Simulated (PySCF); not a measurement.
# `C=Cc1cc1=O`, C5H4O

Geometry:
```csv
atom,x (Å),y (Å),z (Å)
C1,-1.806,0.386,-0.285
C2,-0.880,-0.540,-0.044
C3,0.500,-0.205,0.090
C4,1.762,-0.664,0.312
C5,1.587,0.735,0.105
O6,2.014,1.846,0.013
H7,-1.537,1.425,-0.386
H8,-2.848,0.136,-0.387
H9,-1.143,-1.587,0.059
H10,2.362,-1.526,0.501
```

Theory: PySCF 2.14.0, quadratic response CAM-B3LYP/def2-SVPD first hyperpolarisability, Taylor convention, gas phase. Geometry: GFN2-xTB.

(1) Give the tensor of the second harmonic β(−2ω;ω,ω) at 1064 nm in the axes of these coordinates.

## Answers

(1) In au, Taylor convention; rows are the first index (the induced dipole):
|  | xx | yy | zz | xy | xz | yz |
| --- | --- | --- | --- | --- | --- | --- |
| x | +75.8 | -39.7 | +20.0 | +75.6 | -6.3 | +16.4 |
| y | +72.1 | +99.4 | +15.8 | -37.4 | +15.7 | -14.7 |
| z | -5.8 | -14.9 | +3.1 | +16.1 | +20.0 | +16.5 |

Norm of βᵢ = ⅓ Σⱼ (βᵢⱼⱼ + βⱼᵢⱼ + βⱼⱼᵢ): 199.5 au, hyper-Rayleigh value 83.0 au.
